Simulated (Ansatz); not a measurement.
System: rock-salt ZrC. Method: PBE-D3(BJ) (Ansatz, an electronic-structure program, plane waves, PAW).

Run with plane-wave cutoff 520 eV, 24×24×24 k mesh, Fermi–Dirac smearing 0.058 eV (set by the program), scalar-relativistic PAW data made under PBE.

Computed at the level's own relaxed cell.

### Question
Estimate the elastic constant C44, Voigt–Reuss–Hill shear modulus (Hill average), Voigt–Reuss–Hill bulk modulus, Poisson ratio, elastic constant C11 and elastic constant C12 that the calculation returns.

### Answer

elastic constant C44: 156 GPa
Voigt–Reuss–Hill shear modulus (Hill average): 171 GPa
Voigt–Reuss–Hill bulk modulus: 232 GPa
Poisson ratio: 0.205
elastic constant C11: 494 GPa
elastic constant C12: 102 GPa

Measured, for comparison: elastic constant C44 160 GPa, elastic constant C11 470 GPa, elastic constant C12 100 GPa (temperature not stated, no zero-point or thermal correction; as tabulated in Wu et al. (2005), arXiv:cond-mat/0412374). Computed (rounded) less measured: elastic constant C44 -2 %, elastic constant C11 +5 %, elastic constant C12 +2 %. A static lattice is as a rule a little smaller and stiffer than an uncorrected measurement, which narrows the difference in the elastic constant C11, elastic constant C12 and would widen misses of the other sign.

Note: the dispersion coefficients are held fixed in the derivatives.

Elastic constants are with the ions relaxed.

The computed numbers hold no vibrational or temperature effects.

Computing time: around 8 core-minutes (rough).
